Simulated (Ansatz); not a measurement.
# CO, singlet: energies of several shapes or isomers

Computed with Ansatz's Gaussian-basis code (development build). Basis cc-pVTZ, nonrelativistic, no frozen core; active space CAS(10,8), shells under the valence barred from it. Restricted Hartree–Fock, then the lowest state-specific CASSCF solution met for each case. On stretched bonds single-reference methods can fail or change state. Unlike active orbitals can shift such differences by tenths of an eV, at times by over 1 eV.

Case A: bond length 2.0304 Å. A bond is stretched, to 1.43 times the sum of the covalent radii.

Case B: bond length 4.5120 Å. A bond is stretched, to 3.18 times the sum of the covalent radii.

Case C: bond length 1.1280 Å.

Energy less that of case A, in eV:

| case | RHF/ROHF | CASSCF |
| --- | --- | --- |
| B | +1.867 | +2.046 |
| C | -11.553 | -8.833 |

Problem. What does SC-NEVPT2 give for these differences?

Solution. B: +2.449 eV (56.5 kcal/mol); C: -8.626 eV (-198.9 kcal/mol).

Problem. Which case is lowest, and do the methods agree?

Solution. C is lowest in SC-NEVPT2. Of the methods shown, RHF/ROHF, CASSCF agree.
